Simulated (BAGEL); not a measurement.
**CH4FSi (SMILES FC[SiH2]), step by step**

Aim: a single-point energy (UHF/cc-pVDZ), then the energy (UHF/cc-pVTZ), then a single-point energy (UHF/cc-pVQZ) of CH4FSi. 

The calculation is run with BAGEL 1.2.2.

6 further runs of the same task are left out: 6 set aside as unsound or not needed.

## 1. The structure to begin with

CH4FSi: 7 atoms, total charge 0, spin state doublet. As SMILES, `FC[SiH2]`. Geometry: relaxed at GFN2-xTB. This is one conformer, not always the lowest.

Bond lengths: F1–C2 1.381 Å, C2–Si3 1.915 Å, C2–H4 1.094 Å, C2–H5 1.096 Å, Si3–H6 1.455 Å, Si3–H7 1.457 Å. Angles: F1–C2–Si3 110.5°, F1–C2–H4 106.4°, F1–C2–H5 106.0°, Si3–C2–H4 113.1°, Si3–C2–H5 112.2°, C2–Si3–H6 111.4°, C2–Si3–H7 109.2°, H4–C2–H5 108.3°, H6–Si3–H7 116.0°.

## 2. A single-point energy at UHF/cc-pVDZ (density fitting with tzvpp-jkfit, property dipole) (run 1)

Input file calc.json:

```json
{ "bagel" : [

{
  "title" : "molecule",
  "basis" : "cc-pvdz.json",
  "df_basis" : "tzvpp-jkfit",
  "angstrom" : true,
  "geometry" : [
    { "atom" : "F", "xyz" : [      -1.836860,      -0.025350,       0.073010 ] },
    { "atom" : "C", "xyz" : [      -0.586200,      -0.230660,      -0.476650 ] },
    { "atom" : "Si", "xyz" : [       0.775350,       0.009120,       0.848120 ] },
    { "atom" : "H", "xyz" : [      -0.597080,      -1.238190,      -0.902400 ] },
    { "atom" : "H", "xyz" : [      -0.496440,       0.488720,      -1.298130 ] },
    { "atom" : "H", "xyz" : [       0.669960,       1.311040,       1.488860 ] },
    { "atom" : "H", "xyz" : [       2.071270,      -0.314670,       0.267190 ] }
  ]
},

{ "title" : "uhf", "nopen" : 1 },

{ "title" : "print", "file" : "orbitals.molden", "orbitals" : true }

]}
```

The basis set cc-pVDZ is read from a file made from the Basis Set Exchange's data (not shown).

Launch:

```bash
$ BAGEL_NUM_THREADS=1 BAGEL calc.json > calc.out
```

Standard output:

```text
* using 1 threads per process

  ===============================================================
  ===============================================================

  *** Geometry ***

  { "atom" : "F", "xyz" : [     -3.471162,     -0.047905,      0.137969 ] },
  { "atom" : "C", "xyz" : [     -1.107757,     -0.435884,     -0.900738 ] },
  { "atom" : "Si", "xyz" : [      1.465199,      0.017234,      1.602715 ] },
  { "atom" : "H", "xyz" : [     -1.128318,     -2.339840,     -1.705289 ] },
  { "atom" : "H", "xyz" : [     -0.938136,      0.923547,     -2.453110 ] },
  { "atom" : "H", "xyz" : [      1.266041,      2.477507,      2.813538 ] },
  { "atom" : "H", "xyz" : [      3.914133,     -0.594640,      0.504916 ] },

  Number of auxiliary basis functions:      352

  Since a DF basis is specified, we compute 2- and 3-index integrals:
    o Being stored without compression. Storage requirement is 0.012 GB

  Number of basis functions:       66
  Number of electrons      :       33

    * METHOD: MOLECULE                             0.36

  *** Open-shell HF ***

  === Nuclear Repulsion ===
   101.1276985085

      * DIIS with orbital gradients will be used.

  === UHF iteration (cc-pvdz.json) ===
      0       -428.39611786          0.02508468           0.22
      1       -428.48421072          0.01375670           0.15
      2       -428.50166280          0.00726986           0.15
      3       -428.50913340          0.00146123           0.14
      4       -428.50959976          0.00042807           0.13
      5       -428.50964821          0.00015457           0.11
      6       -428.50966421          0.00003241           0.13
      7       -428.50966581          0.00001163           0.12
      8       -428.50966617          0.00000428           0.16
      9       -428.50966624          0.00000186           0.15
     10       -428.50966625          0.00000081           0.11
     11       -428.50966626          0.00000035           0.14
     12       -428.50966626          0.00000012           0.13
     13       -428.50966626          0.00000005           0.14
     14       -428.50966626          0.00000003           0.13
     15       -428.50966626          0.00000001           0.15
     16       -428.50966626          0.00000001           0.14
    * SCF iteration converged.

    * S^2 (UHF) is 0.7544

    * Permanent dipole moment:
           (   -0.649166,     0.089368,     0.338844) a.u.

    * METHOD: UHF                                  2.90

    * METHOD: PRINT                                0.03

  ===============================================================
```

Run time: 4.2 s. Hardware: 1 thread of AMD EPYC (Zen 3), shared host; peak memory 0.08 GiB.

## 3. A single-point energy at UHF/cc-pVTZ (density fitting with tzvpp-jkfit, property dipole) (run 2)

Input file input.json:

```json
{ "bagel": [

{
  "title": "molecule",
  "basis": "cc-pvtz.json",
  "df_basis": "tzvpp-jkfit",
  "angstrom": "true",
  "geometry": [
    { "atom": "F", "xyz": [      -1.836860,      -0.025350,       0.073010 ] },
    { "atom": "C", "xyz": [      -0.586200,      -0.230660,      -0.476650 ] },
    { "atom": "Si", "xyz": [       0.775350,       0.009120,       0.848120 ] },
    { "atom": "H", "xyz": [      -0.597080,      -1.238190,      -0.902400 ] },
    { "atom": "H", "xyz": [      -0.496440,       0.488720,      -1.298130 ] },
    { "atom": "H", "xyz": [       0.669960,       1.311040,       1.488860 ] },
    { "atom": "H", "xyz": [       2.071270,      -0.314670,       0.267190 ] }
  ]
},

{
  "title": "uhf",
  "nopen": 1
},

{
  "title": "print",
  "file": "orbitals.molden",
  "orbitals": "true"
}

]}
```

The basis set cc-pVTZ is read from a file made from the Basis Set Exchange's data (not shown).

Launch:

```bash
$ BAGEL_NUM_THREADS=1 BAGEL input.json > input.out
```

Standard output:

```text
* using 1 threads per process

  ===============================================================
  ===============================================================

  *** Geometry ***

  { "atom" : "F", "xyz" : [     -3.471162,     -0.047905,      0.137969 ] },
  { "atom" : "C", "xyz" : [     -1.107757,     -0.435884,     -0.900738 ] },
  { "atom" : "Si", "xyz" : [      1.465199,      0.017234,      1.602715 ] },
  { "atom" : "H", "xyz" : [     -1.128318,     -2.339840,     -1.705289 ] },
  { "atom" : "H", "xyz" : [     -0.938136,      0.923547,     -2.453110 ] },
  { "atom" : "H", "xyz" : [      1.266041,      2.477507,      2.813538 ] },
  { "atom" : "H", "xyz" : [      3.914133,     -0.594640,      0.504916 ] },

  Number of auxiliary basis functions:      352

  Since a DF basis is specified, we compute 2- and 3-index integrals:
    o Being stored without compression. Storage requirement is 0.063 GB

  Number of basis functions:      150
  Number of electrons      :       33

    * METHOD: MOLECULE                             0.72

  *** Open-shell HF ***

  === Nuclear Repulsion ===
   101.1276985085

      * DIIS with orbital gradients will be used.

  === UHF iteration (cc-pvtz.json) ===
      0       -428.38879176          0.02475362           0.43
      1       -428.51627328          0.01517788           0.42
      2       -428.55219220          0.00874262           0.44
      3       -428.57255897          0.00134951           0.40
      4       -428.57335829          0.00046704           0.40
      5       -428.57347303          0.00014689           0.46
      6       -428.57350328          0.00003236           0.40
      7       -428.57350574          0.00001028           0.37
      8       -428.57350612          0.00000364           0.38
      9       -428.57350618          0.00000129           0.38
     10       -428.57350619          0.00000055           0.36
     11       -428.57350619          0.00000032           0.40
     12       -428.57350619          0.00000012           0.37
     13       -428.57350619          0.00000005           0.35
     14       -428.57350619          0.00000002           0.48
     15       -428.57350619          0.00000001           0.38
     16       -428.57350619          0.00000000           0.39
    * SCF iteration converged.

    * S^2 (UHF) is 0.7550

    * Permanent dipole moment:
           (   -0.629523,     0.056742,     0.359153) a.u.

    * METHOD: UHF                                  7.60

    * METHOD: PRINT                                0.12

  ===============================================================
```

Wall time 9.3 s (1 thread of AMD EPYC (Zen 3), shared host); peak memory 0.14 GiB.

## 4. The energy at UHF/cc-pVQZ (density fitting with qzvpp-jkfit, property dipole) (run 3)

Input file input.json:

```json
{ "bagel" : [

{
  "title" : "molecule",
  "basis" : "cc-pvqz.json",
  "df_basis" : "qzvpp-jkfit",
  "angstrom" : true,
  "geometry" : [
    { "atom" : "F", "xyz" : [   -1.836860,   -0.025350,    0.073010 ] },
    { "atom" : "C", "xyz" : [   -0.586200,   -0.230660,   -0.476650 ] },
    { "atom" : "Si", "xyz" : [    0.775350,    0.009120,    0.848120 ] },
    { "atom" : "H", "xyz" : [   -0.597080,   -1.238190,   -0.902400 ] },
    { "atom" : "H", "xyz" : [   -0.496440,    0.488720,   -1.298130 ] },
    { "atom" : "H", "xyz" : [    0.669960,    1.311040,    1.488860 ] },
    { "atom" : "H", "xyz" : [    2.071270,   -0.314670,    0.267190 ] }
  ]
},
{
  "title" : "uhf",
  "nopen" : 1
},
{
  "title" : "print",
  "file" : "orbitals.molden",
  "orbitals" : true
}

]}
```

The basis set cc-pVQZ is read from a file made from the Basis Set Exchange's data (not shown).

Launch:

```bash
$ BAGEL_NUM_THREADS=1 BAGEL input.json > input.out
```

Standard output:

```text
* using 1 threads per process

  ===============================================================
  ===============================================================

  *** Geometry ***

  { "atom" : "F", "xyz" : [     -3.471162,     -0.047905,      0.137969 ] },
  { "atom" : "C", "xyz" : [     -1.107757,     -0.435884,     -0.900738 ] },
  { "atom" : "Si", "xyz" : [      1.465199,      0.017234,      1.602715 ] },
  { "atom" : "H", "xyz" : [     -1.128318,     -2.339840,     -1.705289 ] },
  { "atom" : "H", "xyz" : [     -0.938136,      0.923547,     -2.453110 ] },
  { "atom" : "H", "xyz" : [      1.266041,      2.477507,      2.813538 ] },
  { "atom" : "H", "xyz" : [      3.914133,     -0.594640,      0.504916 ] },

  Number of auxiliary basis functions:      352

  Since a DF basis is specified, we compute 2- and 3-index integrals:
    o Being stored without compression. Storage requirement is 0.235 GB

  Number of basis functions:      289
  Number of electrons      :       33

    * METHOD: MOLECULE                             1.81

  *** Open-shell HF ***

  === Nuclear Repulsion ===
   101.1276985085

      * DIIS with orbital gradients will be used.

  === UHF iteration (cc-pvqz.json) ===
      0       -428.39892660          0.02009253           0.89
      1       -428.53648230          0.01113028           1.14
      2       -428.57144300          0.00626896           0.98
      3       -428.58821792          0.00106522           1.09
      4       -428.58912431          0.00044241           1.07
      5       -428.58931048          0.00012260           1.05
      6       -428.58934852          0.00002635           1.05
      7       -428.58935135          0.00000848           1.09
      8       -428.58935179          0.00000285           1.06
      9       -428.58935186          0.00000119           1.14
     10       -428.58935187          0.00000053           1.02
     11       -428.58935187          0.00000025           1.17
     12       -428.58935188          0.00000011           1.08
     13       -428.58935188          0.00000005           1.02
     14       -428.58935188          0.00000002           0.99
     15       -428.58935188          0.00000001           1.16
     16       -428.58935188          0.00000000           1.06
    * SCF iteration converged.

    * S^2 (UHF) is 0.7551

    * Permanent dipole moment:
           (   -0.639986,     0.047103,     0.369282) a.u.

    * METHOD: UHF                                 19.59

    * METHOD: PRINT                                0.42

  ===============================================================
```

Run time: 23 s. Hardware: 1 thread of AMD EPYC (Zen 3), shared host; peak memory 0.35 GiB.

## 5. Results

```
                         quantity          value
 run 1, UHF/cc-pVDZ: total energy  -428.50967 Eh
run 1, UHF/cc-pVDZ: dipole moment         1.88 D
         run 1, UHF/cc-pVDZ: ⟨S²⟩          0.754
 run 2, UHF/cc-pVTZ: total energy  -428.57351 Eh
run 2, UHF/cc-pVTZ: dipole moment         1.85 D
         run 2, UHF/cc-pVTZ: ⟨S²⟩          0.755
 run 3, UHF/cc-pVQZ: total energy  -428.58935 Eh
run 3, UHF/cc-pVQZ: dipole moment         1.88 D
         run 3, UHF/cc-pVQZ: ⟨S²⟩          0.755
```
